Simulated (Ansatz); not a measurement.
Si(Cl)4 cation (Cl4Si), SMILES Cl[Si](Cl)(Cl)Cl (connectivity only; charge and spin as stated), charge +1, multiplicity 2. Atoms are numbered in the order given.

```xyz
5

Cl     1.1975    -1.1975     1.1192
Si     0.0000     0.0000     0.0000
Cl     1.1975     1.1975    -1.1192
Cl    -1.1975    -1.1975    -1.1192
Cl    -1.1975     1.1975     1.1192
```
Charge +1, spin multiplicity 2.

Coordinates come from a PBE0-D3(BJ)/def2-SVP optimisation. The spin state was assumed, not searched. The isomer is the one that the SMILES or the coordinates give; other isomers of the formula were not compared.

Two levels are set side by side: PBE-D3(BJ)/def2-SVP (Ansatz, a program for electronic structure) and PBE0-D3(BJ)/def2-SVP (Ansatz). Each level has its own optimised geometry; the coordinates shown are those of the second. Differences are taken from unrounded values.

| quantity | PBE0-D3(BJ) |
|---|---|
| mean bond length (Å) | 2.030 |
| bond Cl1–Si2 (Å) | 2.030 |
| bond Si2–Cl3 (Å) | 2.030 |
| bond Si2–Cl4 (Å) | 2.030 |
| bond Si2–Cl5 (Å) | 2.030 |

**Question.** What does PBE-D3(BJ) give, and how far is it from PBE0-D3(BJ)? (Estimate from the structure and the level; the computed values follow.)

**Answer.** 
```tsv
quantity	PBE-D3(BJ)	PBE-D3(BJ) minus PBE0-D3(BJ)
mean bond length (Å)	2.051	0.021
bond Cl1–Si2 (Å)	2.051	0.021
bond Si2–Cl3 (Å)	2.051	0.021
bond Si2–Cl4 (Å)	2.051	0.021
bond Si2–Cl5 (Å)	2.051	0.021
```

Exact exchange shortens and stiffens bonds; PBE has none. Differences between two approximate levels are no errors against the true value.
